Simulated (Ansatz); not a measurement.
Reaction: Cl2 (molecular chlorine, SMILES ClCl) → Cl2+ (parent SMILES ClCl, doublet) + e-
Each species at its own B3LYP-D3(BJ)/def2-TZVP minimum (Ansatz, a program for electronic structure).

Property: adiabatic ionisation energy (electronic), in eV. Radicals and triplets start from unrestricted determinants; spin-orbit coupling is neglected. CBS(X,Y): correlation extrapolated as X^-3, Hartree-Fock from the larger set (Q,5: extrapolated as (X+1)exp(-9√X)). A bracket is a step between two methods taken in the basis named. The functionals are non-relativistic, so their misses hold any scalar relativity. Double hybrids freeze cores in their MP2 part. '+ core + X2C': CCSD(T) terms for core correlation (cc-pwCVTZ, 1s frozen past Ne) and scalar relativity (cc-pVTZ-DK).

CCSD(T)/CBS(cc-pV(Q+d)Z,cc-pV(5+d)Z) + [CCSDT(Q) - CCSD(T)]/cc-pV(T+d)Z + core + X2C (Ansatz) gives 11.52 eV.

How far off this value is PBE/def2-TZVPD (Ansatz), in which direction, and which of these levels come nearer: r2SCAN/def2-TZVPD, PBE0/def2-TZVPD, B2PLYP/def2-TZVPD, CCSD(T)/CBS(cc-pV(Q+d)Z,cc-pV(5+d)Z) + core + X2C?

PBE gives 11.14 eV, 0.38 eV below it. Differences of the others: r2SCAN/def2-TZVPD (Ansatz) -0.26; PBE0/def2-TZVPD (Ansatz) -0.20; B2PLYP/def2-TZVPD (Ansatz) -0.20; CCSD(T)/CBS(cc-pV(Q+d)Z,cc-pV(5+d)Z) + core + X2C (Ansatz) 0.02 eV. Nearer than PBE: r2SCAN/def2-TZVPD, PBE0/def2-TZVPD, B2PLYP/def2-TZVPD, CCSD(T)/CBS(cc-pV(Q+d)Z,cc-pV(5+d)Z) + core + X2C.
